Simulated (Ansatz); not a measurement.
Born–Oppenheimer molecular dynamics of Cl + H4Si (6 atoms, charge -1, multiplicity 1). It goes on from the last frame of an earlier run, with new velocities.

Computed with RHF/def2-SVP (Ansatz).

```json
{
  "ensemble": "NVT, Nosé–Hoover chain",
  "time step": "1 fs",
  "steps asked": "266",
  "set temperature": "1000 K",
  "thermostat": "time constant 300 fs, chain length 3",
  "seed": "832209"
}
```

First frame:

```xyz
6
Properties=species:S:1:pos:R:3
Cl -0.053 1.102 -2.440
Si -0.048 -0.453 0.574
H -0.766 0.829 0.599
H -0.061 -0.919 2.013
H 1.433 -0.293 0.303
H -0.771 -1.526 -0.232
```

(1) How far do the bonds stretch over the last three quarters of this one trajectory? (Pairs bonded in most of those frames.)

Results:

(1) 
```
  bond  mean (Å)  spread (Å)  shortest  longest
Si2–H3     1.486       0.052      1.40     1.57
Si2–H4     1.562       0.083      1.42     1.71
Si2–H5     1.488       0.055      1.39     1.59
Si2–H6     1.486       0.062      1.38     1.59
```

Mean temperature of the second half: 709 K. The conserved energy stayed within 2.4 meV per atom of its start (net change 2 meV per atom), so the integration is sound. The mean temperature of the second half is 29 % below the set value. A run of 0.27 ps of so small a system gives no equilibrium averages. Limits of this set-up: an anion without diffuse functions.

The run took 81 s on 1 thread of Arm Neoverse V2 (shared host), peak memory 0.088 GiB.
